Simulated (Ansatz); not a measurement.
## How far each method lies from RCCSDTQ for C$_{2}$H$_{6}$O, singlet

Geometry: MP2(full)/6-31G*, from the G2/97 set.

```xyz
9

C     0.0000    1.1657   -0.2516
O     0.0000    0.0000    0.5485
C     0.0000   -1.1657   -0.2516
H     0.0000    2.0178    0.4286
H     0.8918    1.2143   -0.8921
H    -0.8918    1.2143   -0.8921
H     0.0000   -2.0178    0.4286
H    -0.8918   -1.2143   -0.8921
H     0.8918   -1.2143   -0.8921
```

Basis STO-3G; Ansatz 0.2.0. Correlated methods freeze the noble-gas cores, which leaves 20 electrons in 18 orbitals. R marks a restricted (for open shells ROHF) determinant.

Full CI isn't at hand for all of this; RCCSDTQ serves as the reference, and is uncertain by about the last step of the cluster series.

* UHF ⟨S²⟩: 0.000
* T1 diagnostic (RCCSD): 0.0063
* largest doubles amplitude (RCCSD): 0.045

Q: From what is known of these methods and the diagnostics, rank them by the size of their error in total energy against RCCSDTQ in STO-3G, smallest first (an estimate: the text doesn't fix the numbers).
A. RCCSDT
B. CISDTQ
C. RMP2
D. RHF
E. CISD

A: A (0.12 mEh), B (0.73 mEh), E (15.56 mEh), C (49.27 mEh), D (189.58 mEh).

All errors are against RCCSDTQ in STO-3G. Within each family the higher level lies nearer, as is usual though not guaranteed.

Atomization energy (electronic, same basis, no zero-point term; atoms at the same level, unrestricted beside the R rows where the molecule is a closed shell, with restricted open-shell steps beyond CCSDT(Q)) at RCCSDTQ: 3364.8 kJ/mol. Errors of other levels:

```json
{"level": "RHF", "error (kJ/mol)": "-391.5"}
{"level": "RMP2", "error (kJ/mol)": "-74.8"}
{"level": "CISD", "error (kJ/mol)": "-40.9"}
{"level": "RCCSD", "error (kJ/mol)": "-5.6"}
{"level": "RCCSD(T)", "error (kJ/mol)": "-1.4"}
{"level": "BCCD(T)", "error (kJ/mol)": "-1.4"}
{"level": "RCCSDT", "error (kJ/mol)": "-0.3"}
{"level": "CISDTQ", "error (kJ/mol)": "-1.9"}
{"level": "RCCSDT(Q)", "error (kJ/mol)": "-0.1"}
```

This basis is far from its limit, so the value isn't to be set against a measured one. Truncated CI isn't size-consistent, which counts against it in atomization.
